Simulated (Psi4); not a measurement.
# CEPA(3)/cc-pVDZ run of AlHO2 (SMILES [O]=[Al][OH])

Aim: the energy difference between two shapes of AlHO2 at CEPA(3)/cc-pVDZ, from 2 runs. The job is set up through a Python script.

The calculation is run with Psi4 1.11.

5 further runs of the same task are left out: 5 set aside as unsound or not needed.

### 1 The molecule

AlHO2 has 4 atoms, charge 0, and is taken as a singlet. As SMILES, `[O]=[Al][OH]`. The shape comes from GFN2-xTB, which is rough for such elements, and wasn't checked as a minimum.

Bond lengths: O1–Al2 1.572 Å, Al2–O3 1.628 Å, O3–H4 0.949 Å. Angles: O1–Al2–O3 180.0°, Al2–O3–H4 179.6°.

### 2 The energy at CEPA(3)/cc-pVDZ

Contents of alho2.py:

```python
import psi4

psi4.set_memory(1600000000)
psi4.set_num_threads(1)
psi4.core.set_output_file('alho2.out', False)

geom = psi4.geometry("""
0 1
O     -1.605830    -1.403740    -0.651200
Al    -0.474020    -0.415070    -0.191330
O      0.698750     0.609040     0.285100
H      1.381100     1.209770     0.557430
no_reorient
no_com
""")

psi4.set_options({
    'basis': 'cc-pVDZ',
    'scf_type': 'pk',
    'freeze_core': True,
})

energy_value, wavefunction = psi4.energy('cepa(3)', return_wfn=True)
print(f'cepa(3) energy: {energy_value:.10f} Eh')
for k, v in sorted(psi4.core.scalar_variables().items()):
    print(f'{k:45s} {v:18.10f}')
```

Launch:

```sh
python alho2.py
```

alho2.out:

```text
[...]
  Running in c1 symmetry.
[...]
  Nuclear repulsion =   87.552350944766232
[...]
  Multiplicity = 1
[...]
  Nalpha       = 15
  Nbeta        = 15
[...]
    Number of basis functions: 51
[...]
   @RHF iter   1:  -391.94087326653056   -1.00471e+00   1.59888e-02 ADIIS/DIIS
[...]
   @RHF iter  11:  -392.23576484668177   -1.46088e-11   7.09803e-09 DIIS
[...]
    Orbital Energies [Eh]
    ---------------------
    Doubly Occupied:
       1A    -58.511333     2A    -20.591632     3A    -20.467806
       4A     -4.930643     5A     -3.246202     6A     -3.244459
       7A     -3.244459     8A     -1.360506     9A     -1.162441
      10A     -0.772804    11A     -0.558513    12A     -0.558512
      13A     -0.448967    14A     -0.399383    15A     -0.399383
[...]
  @RHF Final Energy:  -392.23576484668177
   => Energetics <=
    Nuclear Repulsion Energy =             87.5523509447662320
    One-Electron Energy =                -719.7821457173988620
    Two-Electron Energy =                 239.9940299259508834
    Total Energy =                       -392.2357648466817750
[...]
 Multipole Moments:
 ------------------------------------------------------------------------------------
     Multipole            Electronic (a.u.)      Nuclear  (a.u.)        Total (a.u.)
 ------------------------------------------------------------------------------------
 L = 1.  Multiply by 2.5417464519 to convert [e a0] to [Debye]
 Dipole X            :         24.5479505          -22.7481452            1.7998054
 Dipole Y            :         21.5007738          -19.9247809            1.5759929
 Dipole Z            :          9.9091355           -9.1815367            0.7275987
 Magnitude           :                                                    2.5004905
[...]
      * SCS-MP2 total energy:                 -392.664551551191
[...]
      * MP2 total energy:                     -392.680083971540
[...]
```

On the terminal:

```text
cepa(3) energy: -392.6745899980 Eh
CEPA(3) CORRELATION ENERGY                         -0.4388251514
CEPA(3) DOUBLES ENERGY                             -0.4388251514
CEPA(3) OPPOSITE-SPIN CORRELATION ENERGY           -0.3413126107
CEPA(3) SAME-SPIN CORRELATION ENERGY               -0.0975125406
CEPA(3) SINGLES ENERGY                              0.0000000000
CEPA(3) TOTAL ENERGY                             -392.6745899980
CURRENT CORRELATION ENERGY                         -0.4388251514
CURRENT ENERGY                                   -392.6745899980
CURRENT REFERENCE ENERGY                         -392.2357648467
DD SOLVATION ENERGY                                 0.0000000000
HF KINETIC ENERGY                                 392.2752937771
HF POTENTIAL ENERGY                              -784.5110586237
HF TOTAL ENERGY                                  -392.2357648467
HF VIRIAL RATIO                                     1.9998992317
MP2 CORRELATION ENERGY                             -0.4443191249
MP2 DOUBLES ENERGY                                 -0.4443191249
MP2 OPPOSITE-SPIN CORRELATION ENERGY               -0.3238619187
MP2 SAME-SPIN CORRELATION ENERGY                   -0.1204572061
MP2 SINGLES ENERGY                                  0.0000000000
MP2 TOTAL ENERGY                                 -392.6800839715
NUCLEAR REPULSION ENERGY                           87.5523509448
ONE-ELECTRON ENERGY                              -719.7821457174
PCM POLARIZATION ENERGY                             0.0000000000
PE ENERGY                                           0.0000000000
SCF ITERATION ENERGY                             -392.2357648467
SCF ITERATIONS                                     11.0000000000
SCF TOTAL ENERGY                                 -392.2357648467
TWO-ELECTRON ENERGY                               239.9940299260
```

Wall time 6.3 s (1 thread of Intel Xeon Platinum 8259CL at 2.50GHz (Skylake/Cascade Lake), shared host); peak memory 0.29 GiB.

### 3 The distorted shape

Contents of alho2.xyz:

```xyz
4
AlHO2
O     -1.631088    -1.405147    -0.596936
Al    -0.500279    -0.439883    -0.240118
O      0.697426     0.634162     0.284071
H      1.398504     1.217380     0.584995
```

Contents of run.py:

```python
import psi4

psi4.set_memory(1600000000)
psi4.set_num_threads(1)
psi4.set_output_file('output.dat', False)

with open('alho2.xyz') as f:
    atoms = ''.join(f.readlines()[2:])
molecule = psi4.geometry('0 1\n' + atoms + 'no_reorient\nno_com')

options = {'basis': 'cc-pVDZ', 'scf_type': 'pk', 'freeze_core': True}
psi4.set_options(options)

E = psi4.energy('cepa(3)')
print(f'total energy {E:.8f} hartree = {E * 27.211386:.5f} eV')
```

Launch:

```sh
python run.py
```

output.dat:

```text
[...]
  Running in c1 symmetry.
[...]
  Nuclear repulsion =   87.059965536704624
[...]
  Multiplicity = 1
[...]
  Nalpha       = 15
  Nbeta        = 15
[...]
    Number of basis functions: 51
[...]
   @RHF iter   1:  -391.93546578968653   -1.02076e+00   1.60294e-02 DIIS/ADIIS
[...]
   @RHF iter  12:  -392.22978255142596   -2.10321e-12   7.07137e-09 DIIS
[...]
    Orbital Energies [Eh]
    ---------------------
    Doubly Occupied:
       1A    -58.514227     2A    -20.584307     3A    -20.468630
       4A     -4.933619     5A     -3.249198     6A     -3.247424
       7A     -3.247416     8A     -1.340434     9A     -1.175533
      10A     -0.750760    11A     -0.542314    12A     -0.542265
      13A     -0.458233    14A     -0.410006    15A     -0.409929
[...]
  @RHF Final Energy:  -392.22978255142596
   => Energetics <=
    Nuclear Repulsion Energy =             87.0599655367046239
    One-Electron Energy =                -718.8309002728755104
    Two-Electron Energy =                 239.5411521847448739
    Total Energy =                       -392.2297825514259557
[...]
 Multipole Moments:
 ------------------------------------------------------------------------------------
     Multipole            Electronic (a.u.)      Nuclear  (a.u.)        Total (a.u.)
 ------------------------------------------------------------------------------------
 L = 1.  Multiply by 2.5417464519 to convert [e a0] to [Debye]
 Dipole X            :         25.5377274          -23.7622081            1.7755193
 Dipole Y            :         21.6265168          -20.1614483            1.4650685
 Dipole Z            :         10.0315994           -9.5231973            0.5084020
 Magnitude           :                                                    2.3574068
[...]
      * SCS-MP2 total energy:                 -392.657563805528
[...]
      * MP2 total energy:                     -392.672986317802
[...]
```

On the terminal:

```text
total energy -392.66797509 hartree = -10685.03984 eV
```

Run time: 6.6 s. Hardware: 1 thread of Intel Xeon Platinum 8259CL at 2.50GHz (Skylake/Cascade Lake), shared host; peak memory 0.29 GiB.

### 4 Outcome

Level: CEPA(3)/cc-pVDZ, 7 core orbitals frozen.

| quantity | value |
| --- | --- |
| first shape: total energy | -392.67459 Eh |
| first shape: HOMO energy (Hartree–Fock orbitals) | -10.87 eV |
| first shape: LUMO energy (Hartree–Fock orbitals) | 1.20 eV |
| first shape: HOMO–LUMO gap (Hartree–Fock orbitals) | 12.07 eV |
| first shape: correlation energy (7 core orbitals frozen) | -438.8 mEh |
| distorted shape: total energy | -392.66798 Eh |
| distorted shape: HOMO energy (Hartree–Fock orbitals) | -11.15 eV |
| distorted shape: LUMO energy (Hartree–Fock orbitals) | 1.07 eV |
| distorted shape: HOMO–LUMO gap (Hartree–Fock orbitals) | 12.23 eV |
| distorted shape: correlation energy (7 core orbitals frozen) | -438.2 mEh |
| energy change with the atoms displaced | 0.180 eV |

**Reading.** With the atoms displaced the energy rises by 0.18 eV (4.2 kcal/mol). The first shape isn't relaxed at this level, so the change isn't measured from a minimum.
